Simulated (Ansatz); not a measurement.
**C5H13P: up Jacob's ladder to CCSD(T)**

One table from this session's results is given with a row withheld; the runs are named, their logs left out.

Computed with Ansatz 0.2.0, Gaussian basis. Level: functionals in def2-TZVPP, the program's frozen cores in correlated methods.

The runs, in order: LDA (SPW92), PBE-D4, revPBE-D4, BLYP-D4, r2SCAN-D4, B97M-V, PBE0-D4, B3LYP-D4, r2SCANh-D4, r2SCAN0-D4, HSE06-D4, BHLYP-D4, CAM-B3LYP-D4, LC-ωPBE, ωB97X-V, ωB97M-V, B2PLYP, PBE-QIDH; CCSD(T)/def2-SVP; MP2/def2-TZVPP; RPA on PBE.

1 further run of the same task is left out (it didn't finish). Runs told in other sessions of the task aren't counted.

### Structure used throughout

The geometry comes from an earlier relaxation with PBE0-D4 in a triple-zeta def2 set; it is a stationary point, not always the lowest conformer.

SMILES `CC(C)P(C)C`, 19 atoms, charge 0, spin multiplicity 1.

Atoms are counted from 1 here; the program's logs count them from 0.

Bond lengths: C1–C2 1.520 Å, C1–H7 1.092 Å, C1–H8 1.093 Å, C1–H9 1.095 Å, C2–C3 1.524 Å, C2–P4 1.863 Å, C2–H10 1.098 Å, C3–H11 1.094 Å, C3–H12 1.094 Å, C3–H13 1.092 Å, P4–C5 1.840 Å, P4–C6 1.839 Å, C5–H14 1.092 Å, C5–H15 1.093 Å, C5–H16 1.092 Å, C6–H17 1.092 Å, C6–H18 1.093 Å, C6–H19 1.092 Å. Angles: C2–C1–H7 112.5°, C2–C1–H8 111.3°, C2–C1–H9 110.4°, H7–C1–H8 108.0°, H7–C1–H9 107.4°, H8–C1–H9 107.1°, C1–C2–C3 111.2°, C1–C2–P4 116.7°, C1–C2–H10 108.5°, C3–C2–P4 109.0°, C3–C2–H10 107.8°, P4–C2–H10 102.9°, C2–C3–H11 111.1°, C2–C3–H12 110.8°, C2–C3–H13 111.6°, H11–C3–H12 107.2°, H11–C3–H13 107.8°, H12–C3–H13 108.2° and more.

Coordinates:

```
C     0.05702   -1.16730    1.13163
C     0.93240   -0.19005    0.36389
C     1.87771   -0.92290   -0.58061
P     0.05665    1.15826   -0.57760
C    -1.21973    0.21560   -1.50973
C    -1.00543    1.88842    0.73441
H    -0.60864   -0.66595    1.83676
H    -0.55724   -1.76665    0.45465
H     0.67665   -1.86374    1.70532
H     1.54357    0.37033    1.08375
H     1.32140   -1.49734   -1.32732
H     2.50501   -1.63001   -0.03017
H     2.53138   -0.22862   -1.11308
H    -0.74191   -0.42367   -2.25478
H    -1.86003   -0.39686   -0.87005
H    -1.84814    0.92846   -2.04814
H    -0.37528    2.33638    1.50622
H    -1.68113    1.16688    1.20056
H    -1.60427    2.68877    0.29429
```

Set-up of the first run:

The input, in.yaml:

```yaml
crystal:
  periodic: [false, false, false]
  atoms:
    - {symbol: C, position_ang: [0.057022, -1.167302, 1.131625]}
    - {symbol: C, position_ang: [0.932398, -0.190048, 0.363893]}
    - {symbol: C, position_ang: [1.877707, -0.922905, -0.580609]}
    - {symbol: P, position_ang: [0.056645, 1.158259, -0.577597]}
    - {symbol: C, position_ang: [-1.219731, 0.215599, -1.509730]}
    - {symbol: C, position_ang: [-1.005428, 1.888424, 0.734414]}
    - {symbol: H, position_ang: [-0.608635, -0.665946, 1.836756]}
    - {symbol: H, position_ang: [-0.557237, -1.766651, 0.454651]}
    - {symbol: H, position_ang: [0.676649, -1.863741, 1.705316]}
    - {symbol: H, position_ang: [1.543574, 0.370326, 1.083747]}
    - {symbol: H, position_ang: [1.321396, -1.497342, -1.327315]}
    - {symbol: H, position_ang: [2.505010, -1.630015, -0.030173]}
    - {symbol: H, position_ang: [2.531381, -0.228621, -1.113079]}
    - {symbol: H, position_ang: [-0.741914, -0.423669, -2.254781]}
    - {symbol: H, position_ang: [-1.860028, -0.396860, -0.870047]}
    - {symbol: H, position_ang: [-1.848142, 0.928461, -2.048136]}
    - {symbol: H, position_ang: [-0.375283, 2.336377, 1.506219]}
    - {symbol: H, position_ang: [-1.681130, 1.166876, 1.200555]}
    - {symbol: H, position_ang: [-1.604265, 2.688769, 0.294292]}
basis:
  gaussian: {orbitals: def2-TZVPP}
hamiltonian: {xc: lda}
output: {orbitals: {seedname: orbitals}}
```

Run with:

```sh
$ ansatz run in.yaml --threads 4 --pin off --events-out ev --progress --plain --max-ram 11315MiB
```

Steps of the session up to this table: LDA; PBE-D4 (GGA); revPBE-D4 (GGA); BLYP-D4 (GGA); r2SCAN-D4 (meta-GGA); B97M-V (meta-GGA); B3LYP-D4 (hybrid); r2SCANh-D4 (hybrid); r2SCAN0-D4 (hybrid); HSE06-D4 (hybrid); BHLYP-D4 (hybrid); CAM-B3LYP-D4 (range-separated); LC-ωPBE (range-separated); ωB97X-V (range-separated); ωB97M-V (range-separated); B2PLYP (double hybrid); PBE-QIDH (double hybrid).

One of the session's tables, all rows but one given; the rest of the session is left out.

It belongs to the step «Frontier levels by functional». 

| functional | HOMO (eV) | LUMO (eV) | gap (eV) |
| --- | --- | --- | --- |
| LDA (SPW92) | -5.17 | 0.05 | 5.22 |
| PBE-D4 | -5.07 | 0.24 | 5.32 |
| revPBE-D4 | -5.03 | 0.34 | 5.37 |
| BLYP-D4 | -4.96 | 0.27 | 5.23 |
| r2SCAN-D4 | -5.26 | 0.78 | 6.05 |
| B97M-V | -5.37 | 0.35 | 5.72 |
| PBE0-D4 | ? | ? | ? |
| B3LYP-D4 | -6.00 | 0.74 | 6.74 |
| r2SCANh-D4 | -5.68 | 1.06 | 6.74 |
| r2SCAN0-D4 | -6.31 | 1.44 | 7.75 |
| HSE06-D4 | -5.78 | 0.68 | 6.46 |
| BHLYP-D4 | -7.21 | 1.68 | 8.89 |
| CAM-B3LYP-D4 | -7.50 | 1.84 | 9.34 |
| LC-ωPBE | -8.80 | 3.13 | 11.93 |
| ωB97X-V | -8.49 | 2.89 | 11.38 |
| ωB97M-V | -8.36 | 2.50 | 10.86 |

Estimate the missing values for PBE0-D4.

As computed: HOMO (eV): -6.18; LUMO (eV): 1.05; gap (eV): 7.23. In the column «HOMO (eV)» it lies between r2SCAN0-D4 (-6.31) and B3LYP-D4 (-6.00).
